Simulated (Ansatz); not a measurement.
**BH₃S (triplet): wave-function methods side by side at distance B1–H4 along a hydrogen transfer = 1.423 Å, cc-pVDZ**

Aim: climb from Hartree-Fock through coupled cluster and multireference methods for BH₃S (triplet) at one geometry and basis, and see what each rung misses.

Method: cc-pVDZ, core rule «outside noble gas», up to 6 orbitals frozen; program: Ansatz 0.2.0, Gaussian basis.

The runs, in order: UHF; CCSD(T) on ROHF; CCSD(T) on UHF; BCCD(T) on ROHF; CISD; CCSDT(Q) on ROHF; CCSDT(Q) on UHF; CASSCF and MRCISD+Q, 4 electrons in 4 orbitals; CASSCF and NEVPT2, 4 electrons in 4 orbitals.

12 further runs of the same task are left out: 7 for a known fault of the program, 5 that didn't finish.

## (1) The system

The geometry derives from fragments relaxed apart (PBE0/def2-TZVP) and kept rigid, so it is no stationary point. A hydrogen atom is moved between rigid fragments.

5 atoms, charge 0, spin multiplicity 3.

Atoms are counted from 1 here; the program's logs count them from 0.

Bond lengths: B1–H2 1.193 Å, B1–H3 1.193 Å, B1–H4 1.423 Å, H4–S5 1.553 Å. Angles: H2–B1–H3 120.0°, H2–B1–H4 120.0°, H3–B1–H4 120.0°, B1–H4–S5 180.0°.

## (2) UHF

in.yaml reads:

```yaml
crystal:
  periodic: [false, false, false]
  atoms:
    - {symbol: B, position_ang: [-2.084034, 0.000000, 0.000000]}
    - {symbol: H, position_ang: [-2.680768, 1.033571, 0.000000]}
    - {symbol: H, position_ang: [-2.680768, -1.033571, 0.000000]}
    - {symbol: H, position_ang: [-0.661034, 0.000000, 0.000000]}
    - {symbol: S, position_ang: [0.891966, 0.000000, 0.000000]}
basis:
  gaussian: {orbitals: cc-pVDZ}
magnetization: {spin_polarized: true, initial_magnetization: 2}
hamiltonian: {xc: hf}
output: {orbitals: {seedname: orbitals}}
```

The run is started by

```
> ansatz run in.yaml --threads 1 --pin off --events-out ev --progress --plain --max-ram 2393MiB
```

After this run come: CCSD(T) on ROHF; CCSD(T) on UHF; BCCD(T) on ROHF; CISD; CCSDT(Q) on ROHF; CCSDT(Q) on UHF; CASSCF and MRCISD+Q, 4 electrons in 4 orbitals; CASSCF and NEVPT2, 4 electrons in 4 orbitals.

**Question.** What will the summary of the whole plan be? Wanted: UCCSDT(Q) below the RHF energy; RMP2 from UCCSDT(Q); UMP2 from UCCSDT(Q); RCCSD from UCCSDT(Q); RCCSD(T) from UCCSDT(Q); UCCSD(T) from UCCSDT(Q); RCCSDT(Q) from UCCSDT(Q); NEVPT2 pair from UCCSDT(Q); MRCISD+Q pair from UCCSDT(Q).

The runs gave:

| quantity | value |
| --- | --- |
| UCCSDT(Q) below the RHF energy | -6.7762 eV |
| RMP2 from UCCSDT(Q) | +1234.6 meV |
| UMP2 from UCCSDT(Q) | +1298.7 meV |
| RCCSD from UCCSDT(Q) | +169.4 meV |
| RCCSD(T) from UCCSDT(Q) | +34.3 meV |
| UCCSD(T) from UCCSDT(Q) | +35.1 meV |
| RCCSDT(Q) from UCCSDT(Q) | +0.5 meV |
| NEVPT2 pair from UCCSDT(Q) | +1232.0 meV |
| MRCISD+Q pair from UCCSDT(Q) | +33.0 meV |
| levels within 1 kcal/mol (43 meV) | RCCSD(T), UCCSD(T), BCCD(T), RCCSDT, UCCSDT, RCCSDT(Q), MRCISD+Q pair |
| T1 diagnostic | 0.019 |

RCCSD(T) misses by +34.3 meV, 0.5 % of the correlation energy. Of the multireference levels listed MRCISD+Q pair comes nearest in total energy (+33.0 meV), which doesn't show that its space is the better one. These misses are within one basis, not against nature; the frozen cores of restricted and unrestricted runs differ, which can shift their rows.
